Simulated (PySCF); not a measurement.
Ligands exchanged one at a time, B F-CH3. All species are isolated molecules in the gas phase. Strings in code marks are SMILES.

Level of theory: TPSSh-D3(BJ)/def2-TZVP // PBE0-D3(BJ)/def2-TZVP in PySCF 2.14.0. Excitations are Tamm–Dancoff values on a coarser integration grid. The basis has no diffuse functions, so Rydberg states are missing or too high.

```json
[
 {"species": "0 of 3 F replaced by CH3", "S1 excitation (TDA) (eV)": "10.43", "S1 oscillator strength": "[?]", "T1 excitation (TDA) (eV)": "[?]"},
 {"species": "1 of 3 F replaced by CH3 (`B(F)(F)C`)", "S1 excitation (TDA) (eV)": "8.71", "S1 oscillator strength": "0.028", "T1 excitation (TDA) (eV)": "7.81"},
 {"species": "2 of 3 F replaced by CH3 (`FB(C)C`)", "S1 excitation (TDA) (eV)": "6.79", "S1 oscillator strength": "0.000", "T1 excitation (TDA) (eV)": "6.21"},
 {"species": "3 of 3 F replaced by CH3 (`B(C)(C)C`)", "S1 excitation (TDA) (eV)": "6.49", "S1 oscillator strength": "0.001", "T1 excitation (TDA) (eV)": "[?]"}
]
```

Q: Some entries are withheld; supply them.

A: 
- 0 of 3 F replaced by CH3, S1 oscillator strength: 0.000
- 0 of 3 F replaced by CH3, T1 excitation (TDA) (eV): 10.17
- 3 of 3 F replaced by CH3 (`B(C)(C)C`), T1 excitation (TDA) (eV): 5.90
